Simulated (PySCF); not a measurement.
Atomic charges against the basis set

Compound: C2H4OS2.
Atom-mapped SMILES: `[CH3:1][S@@:2](=[O:3])[CH:4]=[S:5]` (hydrogens: H6, H7, H8 on C1; H9 on C4)

PBE0 throughout (PySCF), one geometry, spherical d and f functions. One conformer (not necessarily the lowest) at the PBE0-D3(BJ)/def2-SVP geometry, without solvent, vibrations or thermal averaging. Atoms taken as equivalent share a column and are averaged.

Mulliken charges (e):

```tsv
basis	functions	C1	S2	O3	C4	S5	H6/H7/H8	H9
STO-3G	37	-0.334	+0.621	-0.447	-0.304	+0.093	+0.096	+0.083
6-31G	61	-0.759	+0.973	-0.696	-0.661	+0.144	+0.240	+0.276
pcSseg-0	61	-0.887	+0.970	-0.794	-0.737	+0.227	+0.299	+0.326
6-31G*	86	-0.738	+0.847	-0.624	-0.454	-0.007	+0.238	+0.261
def2-SVP	98	-0.169	+0.471	-0.565	-0.146	-0.033	+0.101	+0.138
cc-pVDZ	98	-0.209	+0.551	-0.524	-0.188	-0.037	+0.097	+0.116
pcSseg-1	119	-0.410	+0.644	-0.614	-0.346	+0.015	+0.168	+0.206
aug-cc-pVDZ	159	+0.211	+1.009	-0.901	+0.097	+0.027	-0.050	-0.294
6-311+G(2d,p)	175	-0.570	+0.568	-0.547	-0.001	-0.216	+0.199	+0.170
def2-TZVP	191	-0.384	+0.496	-0.522	-0.113	-0.128	+0.157	+0.177
cc-pVTZ	214	-0.282	+0.505	-0.510	-0.131	-0.098	+0.121	+0.152
IGLO-III	233	-0.489	+0.790	-0.660	-0.326	+0.071	+0.160	+0.134
```

IAO charges (e):

```tsv
basis	functions	C1	S2	O3	C4	S5	H6/H7/H8	H9
STO-3G	37	-0.518	+0.818	-0.567	-0.419	+0.138	+0.143	+0.118
6-31G	61	-0.570	+0.964	-0.792	-0.380	+0.028	+0.186	+0.191
pcSseg-0	61	-0.569	+0.946	-0.758	-0.399	+0.040	+0.185	+0.187
6-31G*	86	-0.570	+1.108	-0.868	-0.389	+0.018	+0.174	+0.178
def2-SVP	98	-0.554	+1.096	-0.868	-0.385	+0.031	+0.170	+0.171
cc-pVDZ	98	-0.565	+1.097	-0.858	-0.385	+0.020	+0.172	+0.175
pcSseg-1	119	-0.564	+1.110	-0.879	-0.390	+0.026	+0.173	+0.178
aug-cc-pVDZ	159	-0.568	+1.111	-0.899	-0.375	+0.020	+0.177	+0.182
6-311+G(2d,p)	175	-0.579	+1.140	-0.914	-0.391	+0.028	+0.178	+0.182
def2-TZVP	191	-0.584	+1.157	-0.917	-0.397	+0.029	+0.177	+0.181
cc-pVTZ	214	-0.582	+1.138	-0.902	-0.390	+0.024	+0.177	+0.181
IGLO-III	233	-0.584	+1.155	-0.920	-0.398	+0.034	+0.177	+0.181
```

Some averages cover members that differ in this geometry, most widely: H6/H7/H8, Mulliken in IGLO-III +0.135 to +0.179 e.

Q: Which scheme is steadiest as the basis changes?

A: Largest range over the bases for any column: IAO 0.35 e, Mulliken 1.10 e. IAO charges move least and Mulliken charges most, counted in e. Without the minimal STO-3G basis the ranges are IAO 0.21, Mulliken 1.10 e.

Q: How much do the charges still move between the two largest bases, cc-pVTZ and IGLO-III?

A: At most, over all atoms: Mulliken 0.285 e, IAO 0.017 e.

Q: What do the same runs give for the total energy, the frontier levels and the dipole moment?

A: 
| basis | energy (Eh) | HOMO (eV) | LUMO (eV) | μ (D) |
| --- | --- | --- | --- | --- |
| STO-3G | -938.8211 | -1.80 | 1.03 | 1.86 |
| 6-31G | -949.4785 | -6.66 | -3.17 | 2.65 |
| pcSseg-0 | -948.3152 | -6.66 | -3.32 | 2.51 |
| 6-31G* | -949.6477 | -6.69 | -3.00 | 2.16 |
| def2-SVP | -949.3177 | -6.67 | -3.04 | 2.39 |
| cc-pVDZ | -949.6943 | -6.61 | -2.98 | 2.24 |
| pcSseg-1 | -949.6358 | -6.88 | -3.22 | 2.42 |
| aug-cc-pVDZ | -949.7208 | -6.91 | -3.21 | 2.44 |
| 6-311+G(2d,p) | -949.7726 | -6.94 | -3.23 | 2.49 |
| def2-TZVP | -949.7986 | -6.89 | -3.17 | 2.37 |
| cc-pVTZ | -949.7939 | -6.83 | -3.13 | 2.30 |
| IGLO-III | -949.7931 | -6.87 | -3.12 | 2.50 |

The dipole is fixed by the density alone, so its range of 0.79 D shows that the density itself changes with the basis, not only its division among atoms.
